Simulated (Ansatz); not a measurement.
A nudged elastic band was laid between two geometries of CH4BCl + H (8 atoms, charge 0, multiplicity 2).

The calculation used UKS BHLYP-D4/6-31G* (Ansatz 0.2.0).

| Quantity | Value |
| --- | --- |
| movable images | 7 |
| climbing image | yes |
| spring | 5.0 eV/Å² |
| optimiser | quadratic models (default) |
| start path | through a guess of the saddle point |
| force threshold | 0.05 eV/Å |
| iteration limit | 60 |
| end points | relaxed |

Image 0:

```xyz
8
Properties=species:S:1:pos:R:3
B 0.018 0.002 -0.172
H -0.055 -0.161 0.999
C 1.371 0.025 -0.933
H 1.799 -0.981 -0.897
H 1.301 0.326 -1.973
H 2.089 0.664 -0.420
Cl -1.517 0.183 -1.013
H -0.111 -0.058 3.564
```

Image 8:

```xyz
8
Properties=species:S:1:pos:R:3
B -0.176 0.095 -0.555
H 0.009 -0.051 2.403
C 1.318 0.046 -0.969
H 1.615 -1.005 -0.981
H 1.501 0.448 -1.965
H 1.964 0.545 -0.252
Cl -1.532 0.030 -1.640
H 0.194 -0.108 3.114
```

Problem. Which bonds break or form, and what moves?

Solution. Bonds broken: B1–H2. Bonds formed: H2–H8. CH4BCl + H becomes CH3BCl + H2.

Problem. What energy profile does the band end with?

Solution. It converged. The highest image is number 4 of 0 to 8, 10.6 kcal/mol above the first end and 8.8 kcal/mol above the last; the last end lies 1.8 kcal/mol above the first. A vibrational analysis at the climbing image gives one clearly imaginary mode, 1381i cm⁻¹: a first-order saddle point.

| image | path coordinate (Å) | energy (kcal/mol) | B1–H2 (Å) | H2–H8 (Å) |
| --- | --- | --- | --- | --- |
| 0 | 0.00 | 0.0 | 1.18 | 2.57 |
| 1 | 0.37 | 0.1 | 1.18 | 2.26 |
| 2 | 0.75 | 0.9 | 1.19 | 1.86 |
| 3 | 1.12 | 3.6 | 1.21 | 1.45 |
| 4 | 1.49 | 10.6 | 1.51 | 0.92 |
| 5 | 2.06 | 4.3 | 2.06 | 0.75 |
| 6 | 2.64 | 2.0 | 2.62 | 0.74 |
| 7 | 3.21 | 1.8 | 2.86 | 0.74 |
| 8 | 3.79 | 1.8 | 2.97 | 0.74 |

Problem. What is the geometry of the highest image?

Solution. 
```xyz
8
Properties=species:S:1:pos:R:3:forces:R:3
B 0.011 0.045 -0.057 0.00 0.04 -0.01
H -0.017 -0.013 1.452 0.00 -0.03 0.00
C 1.362 0.038 -0.814 0.00 -0.02 0.00
H 1.685 -1.004 -0.887 0.01 0.00 0.00
H 1.299 0.430 -1.827 0.00 0.00 0.00
H 2.141 0.563 -0.266 0.00 0.00 0.00
Cl -1.556 0.024 -0.818 0.00 -0.01 0.00
H -0.031 -0.084 2.372 0.00 0.01 0.01
```

Problem. What are the harmonic wavenumbers there?

Solution. 1381i, 62, 113, 212, 314, 684, 749, 973, 1076, 1135, 1215, 1417, 1518, 1540, 1554, 3114, 3185, 3222 cm⁻¹.

The run took 5.6 min on 1 thread of Arm Neoverse V1, on a shared host, peak memory 0.14 GiB.
